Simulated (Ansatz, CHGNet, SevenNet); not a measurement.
# hcp Sc, elastic constant C13

Reference value: 29 GPa (measured, temperature not stated, not corrected to a static lattice; as tabulated in Mehl and Papaconstantopoulos (1996), arXiv:mtrl-th/9602003).

| level (code) | value (GPa) | cell (Å³/atom) |
|---|---|---|
| CHGNet-r²SCAN (CHGNet) | 51.0 | 25.21 |
| SevenNet-0 (SevenNet) | 48.4 | 24.64 |
| SevenNet-l3i5 (SevenNet) | … | 24.72 |
| LDA (Ansatz) | 33.6 | 22.53 |
| PBE (Ansatz) | 27.4 | 24.65 |
| PBEsol (Ansatz) | … | 23.65 |
| r²SCAN (Ansatz) | 29.3 | 24.92 |
| HSE06 (Ansatz) | 29.7 | 25.25 |

Problem. Fill in the missing entries.

Solution. 
- SevenNet-l3i5 (SevenNet), value (GPa): 40.3
- PBEsol (Ansatz, a first-principles code), value (GPa): 30.1

Differences against the reference: CHGNet-r²SCAN +76 %, SevenNet-0 +67 %, SevenNet-l3i5 +39 %, LDA +15.9 %, PBE -5.5 %, PBEsol +3.8 %, r²SCAN +1.0 %, HSE06 +2.4 %.

The reference's temperature isn't stated, so close values are not ranked against it. Off by more than 25 % (a bound picked here): CHGNet-r²SCAN (+76 %), SevenNet-0 (+67 %), SevenNet-l3i5 (+39 %).

The reference has no zero-point or thermal correction, while the calculations are for a static lattice, so the differences are not the levels' errors alone.  HSE06: hybrids on metals are sensitive to the k mesh. Each level is taken at its own relaxed cell. Cutoffs and k meshes differ between the levels. Ansatz's density-functional and Hartree–Fock values are scalar-relativistic unless marked +SOC, with PAW data made under PBE.

Machine-learned potentials (CHGNet-r²SCAN, SevenNet-0, SevenNet-l3i5) are trained on DFT data, which may include these solids.

Differences are worked out from the printed values.
